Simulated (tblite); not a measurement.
Species: CH2FP.
SMILES: `[H]/P=C/F`

Level: GFN2-xTB in tblite, geometry and Hessian alike; calculated harmonic values, unscaled, isolated species. This tight-binding method is rough: wavenumbers can miss measured ones by several per cent, in bad cases by 10 to 20. Modes of hydrogen on phosphorus can be 10 to 20 % off.

Harmonic wavenumbers (cm⁻¹): 350.9, 546.0, 712.2, 858.7, 1007.4, 1170.2, 1307.2, 2272.1, 3032.2.

A = 56756, B = 5800, C = 5262 MHz; mass 63.988 u (most abundant isotopes); point group Cs, symmetry number 1.

Zero-point energy?

Half the sum of the wavenumbers: 5628 cm⁻¹ = 16.09 kcal/mol.

What is S at 500 K and 1 bar for an ideal gas of classical rigid rotors and harmonic oscillators?

Translation 40.98, rotation 24.29, vibration 5.84: S = 71.1 cal/(mol K).

And Cp and H(500 K) − H(0)?

Cp = 16.74 cal/(mol K), of which vibrations give 8.79 (their classical limit is 9 R = 17.9); H(500 K) − H(0) = 5.87 kcal/mol without the zero-point energy, 1.90 from vibrations.

Which modes carry the vibrational entropy at 500 K?

350.9 cm⁻¹: 2.05; 546.0 cm⁻¹: 1.28; 712.2 cm⁻¹: 0.88; 858.7 cm⁻¹: 0.63; 1007.4 cm⁻¹: 0.45; 1170.2 cm⁻¹: 0.31 cal/(mol K); the other 3 give 0.25 together.

What must be added to the electronic energy to get the Gibbs energy at 500 K and 1 bar?

ZPE + [H(500 K) − H(0)] − T·S = 16.09 + 5.87 − 35.56 = -13.60 kcal/mol.

How do the functions run with temperature in this model?

| T (K) | S (cal/(mol K)) | Cp (cal/(mol K)) | H − H(0) (kcal/mol) | G − H(0) (kcal/mol) | ln q(vib) |
| --- | --- | --- | --- | --- | --- |
| 50 | 47.0 | 8.0 | 0.40 | -1.95 | 0.00 |
| 100 | 52.6 | 8.3 | 0.80 | -4.45 | 0.01 |
| 298.15 | 63.5 | 12.8 | 2.87 | -16.07 | 0.34 |
| 373.15 | 66.5 | 14.5 | 3.89 | -20.94 | 0.57 |
| 750 | 78.5 | 19.7 | 10.46 | -48.42 | 2.02 |
| 1000 | 84.4 | 21.5 | 15.62 | -68.81 | 3.01 |

q(vib) and H(0) count from the zero-point level.

Time: under 0.1 s of wall time. Hardware: one thread, Arm Neoverse V2 (aarch64), no GPU (shared host). The figure is for the frequency step alone.
